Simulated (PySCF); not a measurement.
H2S3.
Cartesian coordinates in Å at the PBE0-D3(BJ)/def2-SVP level; atoms count from 1:
```
atom  x, y, z in Å
S1     0.617    0.168    1.552
S2     0.186    0.999   -0.298
S3    -0.676   -0.488   -1.456
H4     1.831   -0.352    1.247
H5    -1.958   -0.327   -1.045
```

Jobs on this species (5 atoms, 50 electrons) with PySCF (density fitting). Hardware of each: one thread, x86-64 server, no GPU (shared host). Other jobs ran on the host; a repeat could differ by tens of per cent or more.

```
                                                             level and settings                                                                work  basis functions  SCF cycles  wall time
                                                               wB97X-D/pcSseg-1                                                          shieldings               82           ?          ?
                                             PBE0-D3(BJ)/def2-SVP, grid level 1                         geometry optimisation from a GFN2-xTB start               64           ?          ?
                                                                  PBE0/pcSseg-1                             shieldings, charges and field gradients               82          12      3.0 s
delta-SCF UKS SCAN, pcX-2 on the ionised atom, pcseg-1 elsewhere, spin-free X2C                                       ΔSCF core ionisation, 4 holes              106          54      5.8 s
                                                            CAM-B3LYP/def2-SVPD  10 singlets by full TDDFT, 4 Tamm–Dancoff triplets, polarisability               97          11      3.8 s
```

Q: Fill in the missing figures.

A: 
- wB97X-D/pcSseg-1; shieldings: 2.9 s, 12 SCF cycles
- PBE0-D3(BJ)/def2-SVP, grid level 1; geometry optimisation from a GFN2-xTB start: 4.6 s, 24 SCF cycles

Q: What do all jobs in the table cost together?

A: About 20 s; the longest takes about 29 % of that, and about 2 times as long as the shortest.
